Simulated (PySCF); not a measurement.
A GIAO shielding run with PySCF (density fitting, non-relativistic, gas phase) on methyl isobutyl sulfide, C5H12S:

```
$ OMP_NUM_THREADS=1 python probes_run.py task.json out

{"job": {"kind": "nmr", "xc": "PBE0", "basis": "pcSseg-1"}, "charge": 0, "multiplicity": 1}
C      2.701408     0.083618     0.381450
S      1.545161     1.482165     0.343450
C      0.220595     0.784733    -0.695080
C     -0.605936    -0.303482    -0.015770
C     -1.629348    -0.852139    -1.008790
C     -1.301506     0.239749     1.227974
H      2.897999    -0.249341    -0.633750
H      3.615521     0.450434     0.835881
H      2.292234    -0.724587     0.980488
H     -0.410291     1.637344    -0.946164
H      0.689079     0.411623    -1.607227
H      0.061395    -1.120779     0.280295
H     -2.312571    -0.064684    -1.320299
H     -2.209956    -1.648471    -0.549030
H     -1.137684    -1.251147    -1.893661
H     -1.839666    -0.553659     1.741168
H     -2.010631     1.017762     0.952903
H     -0.574562     0.667178     1.914507
```

Hardware: 1 thread of an Intel Xeon Platinum 8488C, shared host. The job also computes population analyses, field gradients.

Q: How large is the calculation?

A: 58 electrons, 169 basis functions and 896 auxiliary functions.

Q: How long does it take, and how much memory does it need?

A: 19 s of wall time, with 12 SCF cycles and 5 response iterations; peak memory 0.77 GiB. Times on a shared host scatter by some tens of per cent.
